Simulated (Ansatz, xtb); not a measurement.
## Ranking isomers of C3H5NOS

3 gas-phase structures of C3H5NOS, from a drawn sample of its isomers (lower ones may exist). Each was relaxed with GFN2-xTB; where two conformers were screened, the lower at r2SCAN-D4/def2-SVP is listed:

A. `C[S@](=O)CC#N`, a singlet
B. `C=NC(=O)CS`, a singlet
C. `NC(=O)[C@@H]1CS1`, a singlet

Problem. Which do you expect lowest at r2SCAN-D4/def2-SVP, and how would the others follow?

Solution. Calculated order at r2SCAN-D4/def2-SVP: C (0.0), B (100.4), A (226.7) kJ/mol.

Energies above the lowest of each column, in kJ/mol; the last columns are at PBE-D3(BJ)/def2-SVP geometries:

```json
{"structure": "C", "GFN2-xTB": "0.0", "HF/STO-3G": "0.0", "r2SCAN-D4/def2-SVP": "0.0", "PBE-D3(BJ)/def2-SVP": "0.0", "CCSD(T)/def2-SVP + ΔMP2/def2-TZVPP": "0.0"}
{"structure": "B", "GFN2-xTB": "64.9", "HF/STO-3G": "83.8", "r2SCAN-D4/def2-SVP": "100.4", "PBE-D3(BJ)/def2-SVP": "88.7", "CCSD(T)/def2-SVP + ΔMP2/def2-TZVPP": "80.7"}
{"structure": "A", "GFN2-xTB": "131.8", "HF/STO-3G": "376.6", "r2SCAN-D4/def2-SVP": "226.7", "PBE-D3(BJ)/def2-SVP": "210.8", "CCSD(T)/def2-SVP + ΔMP2/def2-TZVPP": "129.2"}
```

Every level run on C puts it lowest or level with the lowest. Flexible structures stand in one conformer each, not always the lowest. The ΔMP2 step shifts differences by up to 91.9 kJ/mol, which makes them less sure. ΔMP2 is the change of the MP2 energy from the smaller to the larger basis.

Programs: Ansatz 0.2.0, xtb 6.7.1.
